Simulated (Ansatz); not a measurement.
**BSiNH (sextet): from Hartree-Fock to the top rungs, def2-TZVPP**

One table from this session's results is given with a row withheld; the runs are named, their logs left out.

Method: def2-TZVPP, core rule «outside noble gas», up to 7 orbitals frozen; program: Ansatz 0.2.0, Gaussian basis.

To be run: UHF; ROHF; CCSD(T) on UHF.

## The system

The geometry is a PBE0/def2-TZVP stationary point (not a proven minimum) of the parent state, kept for this charge and spin.

4 atoms, charge 0, spin multiplicity 6.

Atoms are counted from 1 here; the program's logs count them from 0.

Bond lengths: N1–B2 1.336 Å, N1–Si3 1.777 Å, B2–Si3 2.063 Å, B2–H4 1.181 Å. Angles: B2–N1–Si3 81.7°, N1–B2–Si3 58.5°, N1–B2–H4 153.5°, Si3–B2–H4 148.1°, N1–Si3–B2 39.9°.

Geometry (Å):

```xyz
4

N     0.00000   -0.75980    0.66543
B     0.00000    0.47397    1.17782
Si    0.00000    0.15170   -0.85953
H     0.00000    1.24763    2.07000
```

Set-up of the first run:

Input file in.yaml:

```yaml
crystal:
  periodic: [false, false, false]
  atoms:
    - {symbol: N, position_ang: [0.000000, -0.759800, 0.665432]}
    - {symbol: B, position_ang: [0.000000, 0.473968, 1.177819]}
    - {symbol: Si, position_ang: [0.000000, 0.151704, -0.859531]}
    - {symbol: H, position_ang: [0.000000, 1.247631, 2.069996]}
basis:
  gaussian: {orbitals: def2-TZVPP}
magnetization: {spin_polarized: true, initial_magnetization: 5}
hamiltonian: {xc: hf}
output: {orbitals: {seedname: orbitals}}
```

The run is started by

```
$ ansatz run in.yaml --threads 1 --pin off --events-out ev --progress --plain --max-ram 4096MiB --backend cpu
```

Among the steps run: UHF; ROHF; CCSD(T) on UHF.

One table of the session follows, with a row left open; its other results are not shown here.

It belongs to the step «Misses and costs». 

```
  method  from UCCSD(T) (kcal/mol)
    ROHF                         ?
     UHF                   +213.99
    UMP2                    +30.38
   UCCSD                     +9.72
UCCSD(T)                         0
```

Q: Estimate the row for ROHF from the others.

**Answer.** from UCCSD(T) (kcal/mol): +220.77. In the column «from UCCSD(T) (kcal/mol)» it is the highest.
